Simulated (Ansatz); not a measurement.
Input (CCSDT(Q)/aug-cc-pVDZ; Ansatz, a program for electronic structure):

Ansatz 0.2 input:
```yaml
crystal:
  periodic: [false, false, false]
  atoms:
    - {symbol: C, position_ang: [-1.09700736, 0.02218577, -0.07657521]}
    - {symbol: C, position_ang: [0.33441976, 0.08650174, -0.42881282]}
    - {symbol: N, position_ang: [1.27777891, -0.09409640, 0.42009836]}
    - {symbol: H, position_ang: [-1.59949817, -0.77086170, -0.63461098]}
    - {symbol: H, position_ang: [-1.18011220, -0.19946646, 1.00036048]}
    - {symbol: H, position_ang: [-1.58931638, 0.97687793, -0.27410985]}
basis:
  gaussian:
    orbitals: aug-cc-pVDZ
magnetization: {spin_polarized: true, initial_magnetization: 2}
correlation: {method: ccsdt_q, electrons: outside_noble_gas}
```

Output:

```
mean field evaluation 1: about -3583.7869 eV, gradient 1.8e1 eV
mean field evaluation 2: about -3583.8192 eV, gradient 1.8e1 eV
mean field evaluation 4: about -3586.5730 eV, gradient 3.6e0 eV
mean field evaluation 8: about -3586.8146 eV, gradient 6.0e-1 eV
mean field evaluation 16: about -3586.8398 eV, gradient 2.1e-6 eV
mean field evaluation 32: about -3586.8387 eV, gradient 4.7e-2 eV
mean field evaluation 64: about -3584.5485 eV, gradient 1.5e0 eV
mean field evaluation 96: about -3585.9766 eV, gradient 6.7e0 eV
mean field evaluation 128: about -3586.3028 eV, gradient 4.5e0 eV
mean field evaluation 160: about -3585.8816 eV, gradient 1.1e-4 eV
mean field evaluation 192: about -3585.8604 eV, gradient 7.1e-1 eV
mean field evaluation 224: about -3584.0904 eV, gradient 1.4e-2 eV
mean field evaluation 256: about -3585.8816 eV, gradient 6.9e-4 eV
mean field evaluation 288: about -3583.6675 eV, gradient 1.9e0 eV
mean field evaluation 320: about -3586.8093 eV, gradient 6.4e-1 eV
mean field evaluation 352: about -3584.4886 eV, gradient 9.3e-1 eV
mean field evaluation 384: about -3583.9571 eV, gradient 1.2e-1 eV
mean field evaluation 416: about -3586.8222 eV, gradient 9.2e-1 eV
mean field evaluation 448: about -3579.9271 eV, gradient 9.0e-1 eV
mean field evaluation 480: about -3586.8352 eV, gradient 1.4e-1 eV
mean field evaluation 512: about -3585.8756 eV, gradient 3.0e-1 eV
mean field evaluation 544: about -3586.8398 eV, gradient 9.6e-3 eV
mean field evaluation 576: about -3585.7404 eV, gradient 9.8e-1 eV
mean field evaluation 608: about -3582.6387 eV, gradient 9.9e0 eV
mean field evaluation 640: about -3583.9554 eV, gradient 2.0e-1 eV
mean field evaluation 672: about -3584.2846 eV, gradient 2.6e-1 eV
mean field -3586.83980339 eV, -131.8139315273 hartree, gradient 1.8e-6 eV, S^2 2.011480; 16 other end points of the search recorded, 0 dependent functions left out
determinant -3586.83980339 eV, -131.8139315273 hartree, with singles and doubles -3598.38673189 eV, -132.2382733228 hartree
determinant -3585.88162140 eV, -131.7787189886 hartree, with singles and doubles -3597.38053413 eV, -132.2012962371 hartree
determinant -3584.79048352 eV, -131.7386204112 hartree, with singles and doubles -3596.03864869 eV, -132.1519828567 hartree
determinant -3584.57628007 eV, -131.7307485793 hartree, with singles and doubles -3596.08836550 eV, -132.1538099158 hartree
determinant -3584.32574866 eV, -131.7215417200 hartree, with singles and doubles -3596.17893508 eV, -132.1571382865 hartree
determinant -3584.09044215 eV, -131.7128943653 hartree, with singles and doubles -3595.97061882 eV, -132.1494828051 hartree
determinant -3583.95773762 eV, -131.7080175637 hartree, with singles and doubles -3595.44257207 eV, -132.1300774451 hartree
3 core orbitals not correlated
reference -3586.83980339 eV, -131.8139315273 hartree; 9, 7 occupied and 84, 86 virtual orbitals, 1546 factors
second order -10.41709171 eV of doubles, -0.00000000 eV of singles
coupled cluster: 7.33 GiB planned
cycle   1  -11.04707959 eV  change   -6.3e-1 eV  update   1.0e-1
cycle   2  -11.64333941 eV  change   -6.0e-1 eV  update   4.8e-2
cycle   3  -12.02478658 eV  change   -3.8e-1 eV  update   3.2e-2
cycle   4  -11.99463594 eV  change    3.0e-2 eV  update   1.8e-2
cycle   5  -12.00152827 eV  change   -6.9e-3 eV  update   1.5e-2
cycle   6  -12.04172661 eV  change   -4.0e-2 eV  update   9.9e-3
cycle   7  -12.06701697 eV  change   -2.5e-2 eV  update   7.4e-3
cycle   8  -12.07054792 eV  change   -3.5e-3 eV  update   4.2e-3
cycle   9  -12.07423750 eV  change   -3.7e-3 eV  update   2.8e-3
cycle  10  -12.07529494 eV  change   -1.1e-3 eV  update   1.9e-3
cycle  11  -12.07677646 eV  change   -1.5e-3 eV  update   1.4e-3
cycle  12  -12.07840505 eV  change   -1.6e-3 eV  update   9.7e-4
cycle  13  -12.07914815 eV  change   -7.4e-4 eV  update   7.3e-4
cycle  14  -12.07994563 eV  change   -8.0e-4 eV  update   4.5e-4
cycle  15  -12.07996226 eV  change   -1.7e-5 eV  update   2.6e-4
cycle  16  -12.08007454 eV  change   -1.1e-4 eV  update   1.6e-4
cycle  17  -12.08011702 eV  change   -4.2e-5 eV  update   9.1e-5
cycle  18  -12.08020753 eV  change   -9.1e-5 eV  update   6.2e-5
cycle  19  -12.08025231 eV  change   -4.5e-5 eV  update   3.9e-5
cycle  20  -12.08029354 eV  change   -4.1e-5 eV  update   2.6e-5
cycle  21  -12.08031769 eV  change   -2.4e-5 eV  update   1.8e-5
cycle  22  -12.08033824 eV  change   -2.1e-5 eV  update   1.4e-5
cycle  23  -12.08035864 eV  change   -2.0e-5 eV  update   9.8e-6
cycle  24  -12.08036857 eV  change   -9.9e-6 eV  update   6.6e-6
cycle  25  -12.08037658 eV  change   -8.0e-6 eV  update   4.6e-6
cycle  26  -12.08038142 eV  change   -4.8e-6 eV  update   3.3e-6
cycle  27  -12.08038503 eV  change   -3.6e-6 eV  update   2.3e-6
cycle  28  -12.08038641 eV  change   -1.4e-6 eV  update   1.5e-6
cycle  29  -12.08038695 eV  change   -5.5e-7 eV  update   9.4e-7
coupled cluster: 7.33 GiB planned
perturbative correction -0.04004936 eV, -0.0014717870 hartree
Total energy: -3598.96023971 eV, -132.2593493464 hartree
```

This triplet is an excited state, 4.8 eV above the singlet at CCSD(T)/cc-pVQZ (Ansatz).
